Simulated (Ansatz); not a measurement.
# SiCF (quartet): wave-function methods side by side, def2-TZVPP

One table from this session's results is given with a row withheld; the runs are named, their logs left out.

Method: def2-TZVPP, core rule «outside noble gas», up to 7 orbitals frozen; program: Ansatz 0.2.0, Gaussian basis.

The runs, in order: UHF; ROHF; CCSD(T) on UHF.

## What is computed

The geometry is a PBE0/def2-TZVP stationary point (not a proven minimum).

3 atoms, charge 0, spin multiplicity 4.

Atoms are counted from 1 here; the program's logs count them from 0.

Bond lengths: F1–C2 1.299 Å, C2–Si3 1.895 Å. Angles: F1–C2–Si3 122.9°.

Set-up of the first run:

File in.yaml:

```yaml
crystal:
  periodic: [false, false, false]
  atoms:
    - {symbol: F, position_ang: [0.000000, -0.229980, 1.548266]}
    - {symbol: C, position_ang: [0.000000, 0.558036, 0.515839]}
    - {symbol: Si, position_ang: [0.000000, -0.083073, -1.267920]}
basis:
  gaussian: {orbitals: def2-TZVPP}
magnetization: {spin_polarized: true, initial_magnetization: 3}
hamiltonian: {xc: hf}
output: {orbitals: {seedname: orbitals}}
```

Command:

```console
$ ansatz run in.yaml --threads 1 --pin off --events-out ev --progress --plain --max-ram 4096MiB --backend cpu
```

Steps of the session up to this table: UHF; ROHF; CCSD(T) on UHF.

One of the session's tables, all rows but one given; the rest of the session is left out.

```
  method  from UCCSD(T) (meV)
    ROHF                    ?
     UHF             +12858.3
    UMP2              +1317.1
   UCCSD               +502.9
UCCSD(T)                    0
```

**Question.** Estimate the row for ROHF.

**Answer.** from UCCSD(T) (meV): +13093.8. In the column «from UCCSD(T) (meV)» it is the highest.

With the free atoms at the same levels and basis (separate runs), the atomisation energy is 7.664 eV at UCCSD(T), 5.251 eV at ROHF.
